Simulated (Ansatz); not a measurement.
hcp Tb

The numbers are results of PBE-D4 (Ansatz, a program for electronic structure, plane waves, PAW), not measurements.

Run with plane-wave cutoff 500 eV, 24×24×14 k mesh (along the axes of the cell as run), Fermi–Dirac smearing 0.1 eV, spin-polarised with parallel moments, scalar-relativistic PAW data made under PBE.

Cell (relaxed at this level):

```xyz
2
Lattice="1.7793 -3.0818 0.0000 1.7793 3.0818 0.0000 0.0000 0.0000 5.7044" Properties=species:S:1:pos:R:3 pbc="T T T"
Tb     1.7793     1.0273     1.4261
Tb     1.7793    -1.0273     4.2783
```

```yaml
magnetic moment per atom (the cell's total over its atoms): 6.05 μB
```

Note: the 4f shell is treated without U or exact exchange, so its levels and filling can be wrong; the collinear magnetic order is the start's and need not be the measured one.

Moments are spin moments.

Spin–orbit coupling is not included.

The computed numbers hold no vibrational or temperature effects.

The result took around 13 core-minutes (rough).
